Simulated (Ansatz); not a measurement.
# CF+ (SMILES [C+]F) at RPA@PBE0/aug-cc-pVTZ

What is the vertical singlet–triplet gap of CF+ at RPA@PBE0/aug-cc-pVTZ? 

The results are computed with Ansatz 0.2.0.

2 further runs of the same task are left out: 2 set aside as unsound or not needed.

### Step 1. The structure to begin with

CF+ has 2 atoms, charge +1, and is taken as a singlet. SMILES: `[C+]F`. The shape is that of a PBE0-D4/def2-TZVP optimisation.

Bond lengths: C1–F2 1.153 Å.

### Step 2. A single-point energy at RPA@PBE0/aug-cc-pVTZ

run.yaml

```yaml
crystal:
  periodic: [false, false, false]
  atoms:
    - symbol: C
      position_ang: [0.492270, -0.160830, 0.253170]
    - symbol: F
      position_ang: [-0.492270, 0.160830, -0.253170]
basis:
  gaussian: {orbitals: aug-cc-pVTZ}
total_charge: 1
hamiltonian: {xc: {name: PBE0}}
correlation: {method: rpa, frozen_orbitals: {C: 1, F: 1}}
accuracy: high
```

The run is started by

```bash
$ ansatz run run.yaml --threads 1 --pin off --max-ram 3480MiB --events-out events.jsonl --progress --plain --runs-dir runs
```

Log:

```text
Warning: RAYON_NUM_THREADS=1 ignored (pool sized by the plan → 1); use --threads N
Functional definition: PBE0
  name "PBE0"
  parameter a = 0.25
  parameter kappa = 0.804
  parameter beta = 0.06672455060314922
  exchange = (1 - a)*pbe_x(kappa = kappa, mu = beta*pi^2/3) + a*exact_x
  correlation = pbe_c(beta = beta)
1257 factors; integrals over basis functions are off by at most 3.3e-9 eV
mean field evaluation 1: about -3729.7018 eV, gradient 7.9e1 eV
mean field evaluation 2: about -3729.7024 eV, gradient 7.9e1 eV
mean field evaluation 4: about -3737.0482 eV, gradient 1.3e1 eV
mean field evaluation 8: about -3737.3913 eV, gradient 4.1e-1 eV
mean field evaluation 16: about -3737.3915 eV, gradient 5.8e-7 eV
mean field -3737.39149296 eV, -137.3466040713 hartree, gradient 1.8e-8 eV, S^2 0.000000; 0 other end points of the search recorded, 0 dependent functions left out
2 core orbitals not correlated: weight in the atoms' cores, before any rotation towards them, 1.000 or more for the frozen orbitals, at most 0.000 for the correlated occupied ones
reference -3724.91486396 eV, -136.8880964127 hartree; 5, 5 occupied and 85, 85 virtual orbitals, 1257 factors
Total energy: -3738.95570712 eV, -137.4040878814 hartree
```

It took 2.8 s on 1 thread of Arm Neoverse V2, shared host; peak memory 0.19 GiB.

### Step 3. The triplet at the same level

run.yaml

```yaml
crystal:
  periodic: [false, false, false]
  atoms:
    - {symbol: C, position_ang: [0.492270, -0.160830, 0.253170]}
    - {symbol: F, position_ang: [-0.492270, 0.160830, -0.253170]}
basis:
  gaussian:
    orbitals: aug-cc-pVTZ
correlation:
  method: rpa
  frozen_orbitals: {C: 1, F: 1}
magnetization:
  spin_polarized: true
  initial_magnetization: 2
total_charge: 1
accuracy: high
hamiltonian:
  xc: {name: PBE0}
```

The run is started by

```bash
$ ansatz run run.yaml --threads 1 --pin off --max-ram 3480MiB --events-out events.jsonl --progress --plain --runs-dir runs
```

Log, shortened:

```text
Warning: RAYON_NUM_THREADS=1 ignored (pool sized by the plan → 1); use --threads N
[... 2 set-up lines as earlier in the session ...]
[...]
1257 factors; integrals over basis functions are off by at most 3.3e-9 eV
[...]
mean field -3732.91602470 eV, -137.1821336463 hartree, gradient 3.0e-8 eV, S^2 2.007747; 0 other end points of the search recorded, 0 dependent functions left out
2 core orbitals not correlated: weight in the atoms' cores, before any rotation towards them, 1.000 or more for the frozen orbitals, at most 0.000 for the correlated occupied ones
reference -3721.28607064 eV, -136.7547407176 hartree; 6, 4 occupied and 84, 86 virtual orbitals, 1257 factors
Total energy: -3734.10535210 eV, -137.2258406222 hartree
```

It took 4.5 s on 1 thread of Arm Neoverse V2, shared host; peak memory 0.23 GiB.

### Step 4. Outcome

At RPA@PBE0/aug-cc-pVTZ, 2 core orbitals frozen:

| quantity | value |
| --- | --- |
| singlet: total energy | -137.40409 Eh |
| singlet: RPA correlation energy (valence) | -516.0 mEh |
| triplet: total energy | -137.22584 Eh |
| triplet: RPA correlation energy (valence) | -471.1 mEh |
| triplet: ⟨S²⟩ of the reference determinant | 2.008 |
| vertical energy of the triplet above the singlet | 4.850 eV |

At this shape the triplet lies 4.85 eV (468 kJ/mol) above the singlet.
